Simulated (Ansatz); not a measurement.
A made-up structure of SiH2ClO (charge +1), singlet:

```
5
angstrom
O -0.7213 -0.2500 -0.5981
Si 0.1356 0.3489 0.1208
Cl 1.4385 -0.7414 1.1588
H -0.7431 -1.1712 -0.6415
H -0.1097 1.8137 -0.0400
```

It is relaxed with PBE-D4/def2-SVP and then PBE0-D4/def2-TZVP (Ansatz 0.2.0). Atoms count as bonded within 1.22 times the sum of their covalent radii (H–H: 0.88 Å). The end point is not checked to be a true minimum.

(1) Does its bonding change? (A judgement: the text doesn't fix the answer.)

Answers

(1) Computed: No: no bond forms or breaks.

Where it ends: The first stage lowers the energy by 4.82 eV in 9 steps. It ends as SiH₂ClO ([OH][SiH][Cl]), total charge +1:
| atom | x (Å) | y (Å) | z (Å) |
| --- | --- | --- | --- |
| O1 | -0.8469 | -0.3906 | -0.7050 |
| Si2 | 0.1928 | 0.3829 | 0.1686 |
| Cl3 | 1.5509 | -0.4919 | 1.2579 |
| H4 | -0.9744 | -1.3388 | -0.8357 |
| H5 | 0.0776 | 1.8384 | 0.1143 |

Labels in which every atom is bracketed show which atoms are joined, not bond orders.

For scale, one of the runs: PBE0-D4/def2-TZVP relaxation, 117 basis functions, launched by `ansatz run in.yaml --threads 2 --pin off --events-out ev --progress --plain --max-ram 4352MiB`. Hardware: 2 CPU threads of an Arm Neoverse V1, shared host. Wall time about 16 s.
